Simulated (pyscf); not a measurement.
Routes from `[NH2][AlH2]`

Candidate steps break at most two bonds and form at most two. Each was searched with GFN2-xTB (tblite) first. Optimised with ωB97X-D3(BJ)/def2-SVP in PySCF. MP2 and CC: frozen core, UHF for open shells. ΔMP2 is the change of the MP2 total energy from the triple- to the quadruple-zeta basis. Energies: CCSD(T)/def2-TZVPP + ΔMP2(QZVPP), kcal/mol, from the reactant's lowest minimum found, singlet surface.

| products | type | ΔE‡ | ΔE | ΔG‡ 298 K | ΔG‡ 900 K | ν‡ (cm⁻¹) |
|---|---|---|---|---|---|---|
| AlH [singlet] + NH₃ | 1,1-elimination | 72.6 | +50.0 | 70.6 | 70.0 | 1559i |
| H₂N–AlH₂ | concerted two-bond exchange | 123.4 | 0.0 | 117.5 | 116.6 | 1082i |

Row 1: On the product side the descent ends in an adduct with a Al–N contact, 17.2 kcal/mol under the separated species and 39.8 kcal/mol under the saddle at ωB97X-D3(BJ)/def2-TZVP. 

Plain bond fissions and candidates not yet searched are not listed, and one of them may be faster. Each barrier is that of the saddle found; lower ones may exist. A restricted solution here is unstable towards spin polarisation, so biradical character is likely and single-reference numbers are less safe. The CCSD(T) − MP2 part came from Ansatz, without density fitting, on the same reference. The largest closed-shell T1 diagnostic is 0.060, which may signal static correlation.
